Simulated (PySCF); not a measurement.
BF3, SMILES B(F)(F)F. Atoms are numbered in the order given.

```xyz
4

B      0.0000     0.0000     0.0000
F     -1.3253     0.0000     0.0000
F      0.6627     1.1478     0.0000
F      0.6627    -1.1478     0.0000
```
Charge 0, spin multiplicity 1.

The structure is a stationary point at PBE-D3(BJ)/def2-TZVP. The isomer is the one that the SMILES or the coordinates give; other isomers of the formula were not compared.

Level of theory: M06-2X/def2-TZVPD (PySCF).

ESP charges are fitted to the potential on shells at 1.4 to 2.0 van der Waals radii. Atomic charges (e):

```csv
atom,ESP fit,IAO
B1,?,1.01
F2,?,-0.34
F3,?,-0.34
F4,?,-0.34
```

### Question
Fill in the missing entries. (An estimate is asked for; the answer gives what the named calculation found.)

### Answer

- B1, ESP fit: 0.91
- F2, ESP fit: -0.30
- F3, ESP fit: -0.30
- F4, ESP fit: -0.30
